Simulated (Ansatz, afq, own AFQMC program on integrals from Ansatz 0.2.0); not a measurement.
AFQMC on a folder of integrals that Ansatz 0.2.0 wrote.

```yaml
crystal:
  periodic: [false, false, false]
  atoms:
    - {symbol: B, position_ang: [-1.335179, 0.000000, 0.000000]}
    - {symbol: H, position_ang: [-1.931913, 1.033571, 0.000000]}
    - {symbol: H, position_ang: [-1.931913, -1.033571, 0.000000]}
    - {symbol: H, position_ang: [-0.049179, 0.000000, 0.000000]}
    - {symbol: B, position_ang: [1.352821, 0.000000, 0.000000]}
    - {symbol: H, position_ang: [1.861894, 0.000000, 1.077008]}
    - {symbol: H, position_ang: [1.861894, 0.000000, -1.077008]}
basis:
  gaussian: {orbitals: cc-pVDZ}
magnetization: {spin_polarized: true, initial_magnetization: 1}
correlation: {method: ccsd_t, electrons: outside_noble_gas, hamiltonian_folder: ham}
```

```sh
$ ansatz run in.yaml --threads 1 --pin off --events-out ev --progress --plain --max-ram 16896MiB --backend cuda --devices 0, --max-vram 18GiB
```

afq runs on the folder ham with

```
--method phaseless --trial cisd --walkers 4000 --populations 20 --least-time 60 --time-step 0.005 --steps-per-block 50 --equilibration-blocks 28 --max-blocks 4000 --target-error 0.0002 --factor-cut 1e-05 --start spin_pure --seed 3810 --release-times 0.24,0.51,0.99,1.62,2.4 --release-step 0.03 --release-every 3 --taylor-order 6
```

Times are imaginary, in 1/Eh. The walk had a cap of 167 s. With eight or more populations the least sampling time is a fifth of least-time, and the error comes from their spread.

Output of the walk:

```
orbitals 51  electrons 6 5  factors 398 of 476
reference energy -52.10556017 Eh
CCSD correlation -0.21907059 Eh in 11 cycles, weight of the determinant in the CISD state 0.8909
energy of the start -52.324143 Eh
 block  time / (1/Eh)  mean weight  energy / Eh
     1     0.250  0.9999  -52.321101
     2     0.500  0.9999  -52.322350
     3     0.750  0.9998  -52.324183
     4     1.000  0.9998  -52.325907
     5     1.250  1.0000  -52.326702
    10     2.500  0.9999  -52.329124
    15     3.750  1.0000  -52.329724
    20     5.000  1.0003  -52.329319
    25     6.250  0.9998  -52.330020
    30     7.500  1.0004  -52.329765
    35     8.750  0.9999  -52.330457
    40    10.000  0.9998  -52.329797
    45    11.250  1.0000  -52.330491
    50    12.500  0.9999  -52.329674
    55    13.750  1.0001  -52.330021
    60    15.000  1.0001  -52.329842
    65    16.250  0.9999  -52.329868
    70    17.500  1.0001  -52.330093
    73    18.250  0.9997  -52.326886
    75    18.750  0.9999  -52.329478
    78    19.500  1.0001  -52.329634
error from the spread of 20 populations
released: time / (1/Eh)  energy / Eh  error  mean overlap
  0.24  -52.330076  0.000090  0.9989
  0.51  -52.330145  0.000090  0.9986
  0.99  -52.330296  0.000081  0.9920
  1.62  -52.330384  0.000080  0.9833
  2.40  -52.330313  0.000088  0.9748
energy -52.329918 +/- 0.000096 Eh
(rows thinned)
```

The run passed its tests (sampling time, drift between the halves within three errors, error under three times the target), which doesn't prove that it has relaxed.

Against this walk (error 2.6 meV) on the same determinant: CCSD(T) 23.6 meV higher, CCSDT(Q) 6.7 meV lower. The error is statistical and leaves out the bias of the constraint. Released to 2.40 1/Eh the energy lies 11 ± 4 meV (both errors) below the phaseless value, which shows part or all of the bias of the constraint, and CCSDT(Q) lies 4.1 meV above the released value.

Cautions: constraint bias not in the error.

The walk took 72 s on 1 × NVIDIA H100 80GB HBM3 with 2 threads of AMD EPYC 7R13 Processor (Zen 3), on a shared host (the card was shared). The log's last line is the phaseless energy.

CCSDT and higher add their correlation energy to the determinant of the CCSD(T) run, since their own runs factorise the integrals more tightly (a shift of under 2 meV). A walk keeps the symmetry of its determinant, which the program's search chose and which needn't be the lowest solution, so a lower state of the same spin and another symmetry isn't excluded.
